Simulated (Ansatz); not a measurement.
**Molecular dynamics, step by step**

H₂SO (SMILES OS), singlet, PBE0-D4/def2-SVP (Ansatz 0.2.0). Settings (timestep in fs, temperature in K, friction in 1/fs; T counts 12 degrees of freedom, while the starting velocities carry no drift of the centre of mass, so T starts below the set value):

```yaml
hamiltonian: {xc: pbe0, dispersion: d4}
md: {n_steps: 40, timestep: 0.25, temperature: 1000, ensemble: nvt_langevin, seed: 356, friction: 0.01, initial_velocities: maxwell_boltzmann}
```

Start (the SMILES describes the start alone):

```xyz
4
angstrom
O -0.0420 -0.8523 -0.1587
S -0.0820 0.7607 -0.5457
H -0.7810 -1.0653 0.4234
H 0.9050 1.1570 0.2810
```

```
step  time (fs)  potential energy less the start (meV)  kinetic energy (meV)  T (K)
   0       0.00                                    0.0                 387.8    750
   2       0.50                                   14.5                 345.1    667
   4       1.00                                   47.1                 309.9    599
   6       1.50                                   81.2                 294.3    569
   8       2.00                                  106.7                 286.3    554
  10       2.50                                  114.9                 281.0    543
  12       3.00                                  100.3                 306.0    592
  14       3.50                                   70.7                 329.6    637
  16       4.00                                   36.6                 381.8    738
  18       4.50                                    8.7                 395.5    765
  20       5.00                                   -2.0                 397.6    769
  22       5.50                                   10.3                 398.7    771
  24       6.00                                   37.5                 378.1    731
  26       6.50                                   66.8                 347.4    672
  28       7.00                                   80.1                 320.4    620
  30       7.50                                   66.6                 363.6    703
  32       8.00                                   40.8                 415.0    803
  34       8.50                                   23.7                 451.7    874
  36       9.00                                   30.8                 485.9    940
  38       9.50                                   58.3                 462.3    894
  40      10.00                                   88.9                 434.0    839
```

Step 6, positions (Å) and forces (eV/Å):

```
atom       x       y       z      Fx      Fy      Fz
  O1  -0.057  -0.852  -0.170  -1.838  -1.079   1.471
  S2  -0.073   0.761  -0.541  -0.666   0.210  -0.671
  H3  -0.838  -1.045   0.460   1.847   0.546  -1.410
  H4   0.904   1.145   0.266   0.657   0.323   0.610
```

Step 20, positions (Å) and forces (eV/Å):

```json
{"atom": "O1", "x": "-0.100", "y": "-0.857", "z": "-0.191", "Fx": "-0.059", "Fy": "-0.393", "Fz": "0.059"}
{"atom": "S2", "x": "-0.050", "y": "0.764", "z": "-0.530", "Fx": "-0.273", "Fy": "0.466", "Fz": "-0.546"}
{"atom": "H3", "x": "-0.817", "y": "-0.959", "z": "0.442", "Fx": "-0.031", "Fy": "-0.185", "Fz": "0.144"}
{"atom": "H4", "x": "0.973", "y": "1.112", "z": "0.262", "Fx": "0.364", "Fy": "0.112", "Fz": "0.343"}
```

Step 24, positions (Å) and forces (eV/Å):

```
atom       x       y       z      Fx      Fy      Fz
  O1  -0.113  -0.858  -0.197   1.472  -0.101  -1.330
  S2  -0.043   0.765  -0.527   0.018   0.559  -0.377
  H3  -0.794  -0.931   0.427  -1.585  -0.448   1.575
  H4   1.001   1.106   0.264   0.095  -0.009   0.133
```

Last step (40):

```xyz
4
angstrom
O -0.1558 -0.8528 -0.2295
S -0.0098 0.7746 -0.5183
H -0.8462 -0.8526 0.5169
H 1.0966 1.0700 0.2741
```

Hardware: 2 CPU threads of an Arm Neoverse V2, shared host. Wall time about 12 s.
